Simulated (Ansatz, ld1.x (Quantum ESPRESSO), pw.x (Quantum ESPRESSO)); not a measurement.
Li (Z = 3): does the PAW potential hold in the solid?

ld1.x (Quantum ESPRESSO) 7.5 input, shortened:

```
&input
   title='Li', zed=3., rel=1, dft='PBESOL', iswitch=3,
   config='[He] 2s1 2p0 3d-2'
 /
 &inputp
   pseudotype=3, lpaw=.true., tm=.true., lloc=-2, rcloc=1.65,
   nlcc=.false.,
   which_augfun='BESSEL', rmatch_augfun=1.00
 /
6
1S  1  0   2.00   0.00  1.05  1.20  0.0
2S  2  0   1.00   0.00  1.05  1.20  0.0
2P  2  1   0.00   0.00  4.25  4.65  0.0
2P  2  1   0.00   2.85  4.25  4.65  0.0
3D  3  2  -2.00   0.15  4.10  4.50  0.0
3D  3  2  -2.00   2.70  4.10  4.50  0.0
 &test
   configts(1)='1s2 2s1 2p0'
 /
```

Atomic tests: cutoffs needed: 40 Ry and 70 Ry (the cutoffs (Ry, on a coarse ladder) from which the occupation-weighted sum of valence levels, in a spherical-Bessel basis at the reference potential, stays within 10 and 1 mRy of its value at 400 Ry); ghost test: ghost state, extra bound levels that the all-electron valence spectrum of the same l lacks: p at -4.2 eV; a true bound ghost makes a file unfit for plane-wave use (spherical-Bessel basis up to 400 Ry, 20 bohr box); largest excitation error: -28 meV (all-electron minus pseudo) for 1s1 2s1 2p0, out of 4 test configurations.

Crystal test: fcc Li in pw.x 7.5, no spin, 13³ k-points, Fermi–Dirac smearing 0.01 Ry, cutoffs 85/680 Ry. The lattice is a test structure that the element need not adopt, and mesh and smearing are coarse.

pw.x input:

```
&control
  calculation='scf', prefix='x', pseudo_dir='./', outdir='./tmp', tstress=.true., disk_io='none'
/
&system
  ibrav=0, nat=1, ntyp=1, ecutwfc=85, ecutrho=680, nbnd=8,
  occupations='smearing', smearing='fd', degauss=0.01
/
&electrons
  conv_thr=1e-09, mixing_beta=0.4, electron_maxstep=70
/
ATOMIC_SPECIES
Li 1.0 Li.UPF
CELL_PARAMETERS angstrom
  0.00000000 2.16607742 2.16607742
  2.16607742 0.00000000 2.16607742
  2.16607742 2.16607742 0.00000000
ATOMIC_POSITIONS crystal
Li 0.0000 0.0000 0.0000
K_POINTS automatic
13 13 13 0 0 0
```

```bash
pw.x < Li.scf.in > Li.scf.out
```

**Question.** How does the run end?

**Answer.** Failed (cdiaghg: S matrix not positive definite). The largest radius (4.65 bohr) exceeds half the bond length (2.89 bohr), so the spheres overlap, which is one possible source of error among others. Note: ghost state, extra bound levels that the all-electron valence spectrum of the same l lacks: p at -4.2 eV. A true bound ghost makes a file unfit for plane-wave use. The log shows:

```
Message from routine setup:
     using ibrav=0 with symmetry is DISCOURAGED, use correct ibrav instead
     lattice parameter (alat)  =       5.7888  a.u.
     unit-cell volume          =     137.1666 (a.u.)^3
     number of electrons       =         3.00
     number of Kohn-Sham states=            8
     kinetic-energy cutoff     =      85.0000  Ry
     charge density cutoff     =     680.0000  Ry
     scf convergence threshold =      1.0E-09
     Exchange-correlation= SLA  PW   PSX  PSC
     number of k points=    84  Fermi-Dirac smearing, width (Ry)=  0.0100
     iteration #  1     ecut=    85.00 Ry     beta= 0.40
     Error in routine cdiaghg (32):
     S matrix not positive definite
```
